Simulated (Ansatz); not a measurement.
# Worked example: correlation energy of Ge–Al–OH, triplet

Geometry: a PBE0/def2-TZVP stationary point for this spin, not checked as a minimum.

```yaml
atoms:
  - { symbol: Al, position_ang: [0.0000, 0.0000, -0.4578] }
  - { symbol: Ge, position_ang: [0.0000, 0.0000, -2.8770] }
  - { symbol: O, position_ang: [0.0000, 0.0000, 1.1936] }
  - { symbol: H, position_ang: [0.0000, 0.0000, 2.1412] }
```

Basis cc-pVDZ; Ansatz 0.2.0. Correlated methods freeze the noble-gas cores and the filled d shells of p-block atoms, which leaves 14 electrons in 44 orbitals. R marks a restricted (for open shells ROHF) determinant, U an unrestricted one. No spin–orbit coupling is included, and no scalar relativity.

Full CI isn't at hand for all of this; UCCSDT(Q) serves as the reference, and is uncertain by the last step of the cluster series or more.

UCCSD has a T1 diagnostic of 0.021 and a largest doubles amplitude of 0.07.

Runs differ by some tens of microhartree through their thresholds and, for an open shell, their frozen cores, so steps under 0.03 kcal/mol mean nothing.

Here the R and U totals at CCSDT(Q) differ by 0.18 kcal/mol, a measure of how far such totals hang on the determinant and its frozen core.

| level | total energy (hartree) |
| --- | --- |
| UHF | -2392.723167 |
| UMP2 | -2393.014994 |
| UCCSD | -2393.040235 |
| UCCSD(T) | -2393.049417 |
| UCCSDT | -2393.050732 |
| UCCSDT(Q) | -2393.051804 |

Problem. What is the correlation energy at UCCSDT(Q), and what share of it do UMP2 and UCCSDT recover?

Solution. E(corr) = -2393.051804 − (-2392.723167) = -0.328637 hartree = -8.943 eV. UMP2: -0.291827 / -0.328637 = 88.80 %. UCCSDT: -0.327565 / -0.328637 = 99.67 %.

Problem. By how many kcal/mol does UCCSD(T) miss UCCSDT(Q) (1 hartree = 627.509 kcal/mol), and which steps make up the rest?

Solution. -2393.049417 − (-2393.051804) = 0.002387 hartree = 1.50 kcal/mol. Steps: UCCSDT − UCCSD(T) = -0.83, UCCSDT(Q) − UCCSDT = -0.67 kcal/mol. Differences between like states or geometries often cancel part of this.
